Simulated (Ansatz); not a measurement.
A run of Ansatz (development build ahead of 0.2.0) on doublet C₂H₂N at this shape:

```xyz
5

C     0.1873    0.0000    0.0000
N     1.3559    0.0000    0.0000
C    -1.1910    0.0000    0.0000
H    -1.7343    0.9352    0.0000
H    -1.7343   -0.9352    0.0000
```

Its results:

```
Converged                       : yes
Total energy                    : -132.10136 hartree
Spin squared of the determinant : 0.776
Stability test                  : minimum
```

**Question.** Which input gives this output? Name the method, the orbitals and the basis set, and write the input.

**Answer.** ωB97X (unrestricted) in pcseg-2.

```yaml
crystal:
  periodic: [false, false, false]
  atoms:
    - { symbol: C, position_ang: [0.1873, 0.0, 0.0] }
    - { symbol: "N", position_ang: [1.3559, 0.0, 0.0] }
    - { symbol: C, position_ang: [-1.191, 0.0, 0.0] }
    - { symbol: H, position_ang: [-1.7343, 0.9352, 0.0] }
    - { symbol: H, position_ang: [-1.7343, -0.9352, 0.0] }
basis:
  gaussian: { orbitals: pcseg-2 }
magnetization:
  spin_polarized: true
  initial_magnetization: 1
hamiltonian:
  xc: { name: wB97X }
```
